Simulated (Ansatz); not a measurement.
A calculation with Ansatz (development build ahead of 0.2.0).

```yaml
crystal:
  periodic: [false, false, false]
  atoms:
    - { symbol: C, position_ang: [0.02612, 0.00858, -0.68162] }
    - { symbol: C, position_ang: [0.03864, -0.00998, 0.75351] }
    - { symbol: H, position_ang: [-0.02062, -0.95393, -1.26237] }
    - { symbol: H, position_ang: [-0.01594, 0.92323, -1.25612] }
    - { symbol: H, position_ang: [-0.91537, -0.04335, 1.28455] }
    - { symbol: H, position_ang: [0.96494, -0.03795, 1.2993] }
basis:
  gaussian: { orbitals: cc-pVTZ }
magnetization:
  spin_polarized: true
  initial_magnetization: 2
hamiltonian:
  xc: hf
correlation:
  method: mp2
  frozen_orbitals: { C: 1, H: 0 }
```

The input is written out in the form of the current development build from the run's settings.

Output:

- Converged: yes
- Reference energy: -77.99236 hartree
- Correlation energy: -0.29356 hartree
- Total energy: -78.28592 hartree
- Spin squared of the determinant: 2.014

Caution: another spin multiplicity may lie lower.
